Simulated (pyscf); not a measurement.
Insertion: AlH [singlet] + ammonia (NH₃) → H₂N–AlH₂

Gas phase, singlet surface, charge 0. Bonds broken: N3–H5. Bonds formed: Al1–N3, Al1–H5. Optimised with ωB97X-D3(BJ)/def2-SVP in PySCF. MP2 and CC: frozen core, UHF for open shells. ΔMP2 is the change of the MP2 total energy from the triple- to the quadruple-zeta basis.

Transition state (Å):

```xyz
6

Al     1.4898    -0.2757    -0.8552
H      2.2908     1.1159    -0.7541
N      0.3473    -0.4136     0.6748
H     -0.4773    -1.0076     0.5864
H      1.1945    -1.5205     0.2681
H      0.2932     0.1027     1.5624
```

One imaginary mode, 1559i cm⁻¹; descent along it reached the two sides named, in the forms told below.

```tsv
bond	change	reactant side (Å)	saddle	product side
N3–H5	breaks	1.023	1.452	2.9
Al1–N3	forms	2.233	1.915	1.773
Al1–H5	forms	2.7	1.702	1.585
```

Electronic energies relative to the separated reactants (kcal/mol):

```tsv
level	barrier	reaction energy	reverse barrier
ωB97X-D3(BJ)/def2-TZVP	22.6	-54.8	77.4
PBE/def2-TZVP	13.6	-49.0	62.6
r²SCAN/def2-TZVP	13.1	-55.9	69.1
B3LYP-D3(BJ)/def2-TZVP	20.6	-50.4	71.0
PBE0-D3(BJ)/def2-TZVP	18.5	-51.1	69.6
M06-2X/def2-TZVP	22.7	-50.7	73.4
ωB97M-D3(BJ)/def2-TZVP	24.5	-49.5	74.1
HF/def2-TZVP	43.9	-48.1	92.0
MP2/def2-QZVPP	20.6	-54.5	75.1
CCSD/def2-TZVPP	28.0	-48.0	76.1
CCSD(T)/def2-TZVPP	23.4	-48.9	72.4
CCSD(T)/def2-TZVPP + ΔMP2(QZVPP)	22.6	-50.0	72.6
```

With CCSD(T)/def2-TZVPP + ΔMP2(QZVPP) energies and thermal terms (ideal gas, 1 atm, RRHO with modes under 100 cm⁻¹ raised to 100, one conformer, R ln 2 for rigid chiral ones), in kcal/mol:

```tsv
T (K)	ΔH‡	ΔG‡	ΔH	ΔG
298	20.3	28.9	-50.9	-41.7
600	20.3	37.7	-50.3	-32.5
900	20.8	46.2	-49.3	-23.8
1200	21.4	54.6	-48.2	-15.4
```

On the reactant side the descent ends in an adduct with a Al–N contact, 17.2 kcal/mol under the separated species and 39.8 kcal/mol under the saddle at ωB97X-D3(BJ)/def2-TZVP. What is counted as formed (Al–N) is already present as a longer contact in the reactant adduct; forming that adduct is a step of its own. The same reactants have a lower exit, to H₂N–Al [singlet] + H₂ (barrier +7.2 kcal/mol at ωB97M-D3(BJ), against +24.5 kcal/mol here). One saddle was located; it need not be the lowest between these sides. The CCSD(T) − MP2 part came from Ansatz, without density fitting, on the same reference.
